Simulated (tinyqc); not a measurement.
Inside a calculation (part 2 of 2). Method: UHF in the sto-6g basis, for NH, spin multiplicity 3. This run ends on a higher stationary point, not on the lowest solution. Computed by tinyqc, a small Python program that keeps every step (integrals from PySCF). Command: `OMP_NUM_THREADS=1 python tinyqc.py 23746 23747 out.jsonl` (the two numbers bound the seeds that draw the settings). One thread of a shared host (Intel(R) Xeon(R) Processor @ 2.60GHz), about 0.1 s of CPU time with the checks.

Geometry (angstrom):

| atom | x | y | z |
|---|---|---|---|
| N | 0.0000 | 0.0000 | 0.0000 |
| H | 0.0000 | 0.0000 | 1.3810 |

## Iteration 15 (converged): orbitals

converged F(alpha) (hartree):
```
           1N 1s    1N 2s   1N 2px   1N 2py   1N 2pz    2H 1s
1N 1s   -15.4442  -3.7381   0.0000   0.0000  -0.0021  -0.4248
1N 2s    -3.7381  -1.8013   0.0000   0.0000   0.0561  -0.4943
1N 2px    0.0000   0.0000  -0.3662   0.0410   0.0000   0.0000
1N 2py    0.0000   0.0000   0.0410  -0.3601   0.0000   0.0000
1N 2pz   -0.0021   0.0561   0.0000   0.0000  -0.0529  -0.3812
2H 1s    -0.4248  -0.4943   0.0000   0.0000  -0.3812  -0.5176
```

converged F(beta) (hartree):
```
           1N 1s    1N 2s   1N 2px   1N 2py   1N 2pz    2H 1s
1N 1s   -15.4112  -3.6975   0.0000   0.0000  -0.0040  -0.4163
1N 2s    -3.6975  -1.5509   0.0000   0.0000  -0.1715  -0.4541
1N 2px    0.0000   0.0000   0.0869  -0.3190   0.0000   0.0000
1N 2py    0.0000   0.0000  -0.3190   0.0389   0.0000   0.0000
1N 2pz   -0.0040  -0.1715   0.0000   0.0000   0.2707  -0.1772
2H 1s    -0.4163  -0.4541   0.0000   0.0000  -0.1772   0.0085
```

X:
```
              1        2       3        4        5       6
1N 1s    0.3383   0.7327  0.0000   0.0000   0.5827  0.2590
1N 2s   -0.7570  -0.4780  0.0000   0.0000   0.3894  0.4657
1N 2px   0.0000   0.0000  0.2964   0.9551   0.0000  0.0000
1N 2py   0.0000   0.0000  0.9551  -0.2964   0.0000  0.0000
1N 2pz  -0.5893   0.5752  0.0000   0.0000  -0.5608  0.3416
2H 1s    0.8784  -0.3083  0.0000   0.0000  -0.2651  0.5308
```

Diagonalise F' = X^T F X, C = X C', fill 5 alpha and 3 beta electrons from the bottom; D(s) = C_occ C_occ^T. Each column has its largest component positive (the first on a tie).

F' = X^T F X (alpha) (hartree):
```
         1        2        3        4        5        6
1  -0.4524  -2.0509   0.0000   0.0000  -1.5614  -1.0064
2  -2.0509  -6.0022   0.0000   0.0000  -6.1341  -3.2743
3   0.0000   0.0000  -0.3374   0.0321   0.0000   0.0000
4   0.0000   0.0000   0.0321  -0.3889   0.0000   0.0000
5  -1.5614  -6.1341   0.0000   0.0000  -7.1707  -3.9689
6  -1.0064  -3.2743   0.0000   0.0000  -3.9689  -2.9624
```

orbital energies (alpha) (hartree): MO1 -15.4471, MO2 -0.9742, MO3 -0.5102, MO4 -0.4043, MO5 -0.3220, MO6 0.3438

coefficients C (alpha):
```
            MO1      MO2      MO3      MO4     MO5      MO6
1N 1s    0.9965  -0.2349   0.0762   0.0000  0.0000  -0.0625
1N 2s    0.0149   0.9430  -0.4043   0.0000  0.0000   0.3424
1N 2px   0.0000   0.0000   0.0000   0.7332  0.6801   0.0000
1N 2py   0.0000   0.0000   0.0000  -0.6801  0.7332   0.0000
1N 2pz   0.0008  -0.0374   0.4443   0.0000  0.0000   0.9542
2H 1s   -0.0025   0.2117   0.7896   0.0000  0.0000  -0.7418
```

F' = X^T F X (beta) (hartree):
```
         1        2        3        4        5        6
1  -0.2696  -2.0607   0.0000   0.0000  -1.7435  -0.7906
2  -2.0607  -5.7394   0.0000   0.0000  -6.3383  -3.3345
3   0.0000   0.0000  -0.1375  -0.2494   0.0000   0.0000
4   0.0000   0.0000  -0.2494   0.2633   0.0000   0.0000
5  -1.7435  -6.3383   0.0000   0.0000  -6.8140  -4.0841
6  -0.7906  -3.3345   0.0000   0.0000  -4.0841  -2.6866
```

orbital energies (beta) (hartree): MO1 -15.4131, MO2 -0.7529, MO3 -0.2570, MO4 0.1241, MO5 0.3829, MO6 0.5323

coefficients C (beta):
```
            MO1      MO2     MO3      MO4      MO5      MO6
1N 1s    0.9972  -0.2323  0.0000   0.0929   0.0000  -0.0320
1N 2s    0.0123   0.9483  0.0000  -0.4690   0.0000   0.2255
1N 2px   0.0000   0.0000  0.6801   0.0000   0.7332   0.0000
1N 2py   0.0000   0.0000  0.7332   0.0000  -0.6801   0.0000
1N 2pz   0.0011   0.1506  0.0000   0.5045   0.0000   0.9122
2H 1s   -0.0024   0.1571  0.0000   0.7184   0.0000  -0.8234
```

D(alpha) after iteration 15:
```
          1N 1s    1N 2s  1N 2px  1N 2py   1N 2pz    2H 1s
1N 1s    1.0541  -0.2374  0.0000  0.0000   0.0434   0.0079
1N 2s   -0.2374   1.0529  0.0000  0.0000  -0.2148  -0.1196
1N 2px   0.0000   0.0000  1.0000  0.0000   0.0000   0.0000
1N 2py   0.0000   0.0000  0.0000  1.0000   0.0000   0.0000
1N 2pz   0.0434  -0.2148  0.0000  0.0000   0.1988   0.3429
2H 1s    0.0079  -0.1196  0.0000  0.0000   0.3429   0.6683
```

D(beta) after iteration 15:
```
          1N 1s    1N 2s  1N 2px  1N 2py   1N 2pz    2H 1s
1N 1s    1.0483  -0.2080  0.0000  0.0000  -0.0339  -0.0388
1N 2s   -0.2080   0.8993  0.0000  0.0000   0.1428   0.1489
1N 2px   0.0000   0.0000  0.4625  0.4986   0.0000   0.0000
1N 2py   0.0000   0.0000  0.4986  0.5375   0.0000   0.0000
1N 2pz  -0.0339   0.1428  0.0000  0.0000   0.0227   0.0237
2H 1s   -0.0388   0.1489  0.0000  0.0000   0.0237   0.0247
```

## Convergence

Stop when the energy changes by less than 1e-08 hartree and every element of the error matrix X^T (F D S - S D F) X (for each spin) is below 3e-05.

Course of the cycle:

| iteration | E (hartree) | change | largest element of the error matrix |
|---|---|---|---|
| 1 | -20.435882 | - | 1.19e-01 |
| 2 | -53.618173 | -3.32e+01 | 2.20e-01 |
| 3 | -53.634448 | -1.63e-02 | 2.19e-01 |
| 4 | -53.667403 | -3.30e-02 | 2.15e-01 |
| 5 | -53.667746 | -3.44e-04 | 2.15e-01 |
| 6 | -54.500431 | -8.33e-01 | 1.54e-01 |
| 7 | -54.537855 | -3.74e-02 | 8.20e-02 |
| 8 | -54.560478 | -2.26e-02 | 3.74e-02 |
| 9 | -54.576919 | -1.64e-02 | 1.41e-02 |
| 10 | -54.577937 | -1.02e-03 | 7.21e-03 |
| 11 | -54.578731 | -7.94e-04 | 3.08e-03 |
| 12 | -54.578770 | -3.93e-05 | 1.49e-03 |
| 13 | -54.578790 | -1.96e-05 | 6.18e-05 |
| 14 | -54.578790 | -1.15e-08 | 7.67e-06 |
| 15 | -54.578790 | -2.53e-10 | 2.30e-06 |

PySCF UHF in the same basis, after a stability check = -54.755187 hartree

Converged in 15 iterations. But the solution lies 0.17640 hartree above the reference: it is another stationary point, not the lowest one. Reruns (cap 100 unless said): DIIS 8: converged in 18 to a higher stationary point; damping 0.5: converged in 52 to a higher stationary point; level shift 0.5: converged in 25 to a higher stationary point; atomic densities as start, DIIS 8: converged in 10.

## Populations, bond orders and dipole

overlap S:
```
         1N 1s   1N 2s  1N 2px  1N 2py  1N 2pz   2H 1s
1N 1s   1.0000  0.2294  0.0000  0.0000  0.0000  0.0258
1N 2s   0.2294  1.0000  0.0000  0.0000  0.0000  0.2964
1N 2px  0.0000  0.0000  1.0000  0.0000  0.0000  0.0000
1N 2py  0.0000  0.0000  0.0000  1.0000  0.0000  0.0000
1N 2pz  0.0000  0.0000  0.0000  0.0000  1.0000  0.2995
2H 1s   0.0258  0.2964  0.0000  0.0000  0.2995  1.0000
```

Mulliken: Z minus the diagonal of D S on the atom; Loewdin: the same with S^(1/2) D S^(1/2); Mayer order: 2 sum_s sum (D(s) S)_ij (D(s) S)_ji over the two atoms.

Charges (e):

| atom | Mulliken | Loewdin | Mulliken spin |
|---|---|---|---|
| 1N | -0.1893 | -0.1746 | 1.3391 |
| 2H | 0.1893 | 0.1746 | 0.6609 |

Mayer bond orders:

| pair | order |
|---|---|
| 2-1 | 0.5274 |

dipole moment about the origin, x y z (debye): 0.0000  0.0000  1.2081

<S^2> of the determinant (pure state: 2) = 2.0248
